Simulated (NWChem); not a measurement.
# Correlation energy of hydrogen fluoride (HF)

SMILES: F
```xyz
2

F      0.0000     0.0000     0.0925
H      0.0000     0.0000    -0.8323
```
Charge 0, spin multiplicity 1.

The numbers come from NWChem runs, not from measurements. Structure: optimised with B3LYP/def2-SVP, a minimum by its harmonic frequencies.

Basis set: 6-31G*. Each correlation energy counts from its own Hartree-Fock reference.

The correlated methods keep 1 core orbital frozen. The Pople sets run with spherical d functions. Coupled-cluster values serve here as a point of comparison, not as the truth.

```tsv
method	correlation energy (mHa)
SCS-MP2	___
MP2	-178.7
CCSD	___
CCSD+T(CCSD)	-185.0
CCSD(T)	-184.8
CCSDT	-184.9
CR-CCSD[T]	-184.8
CR-CCSD(T)	-184.6
```

Q: Fill in the missing entries.

A: 
- SCS-MP2, correlation energy (mHa): -172.5
- CCSD, correlation energy (mHa): -183.1
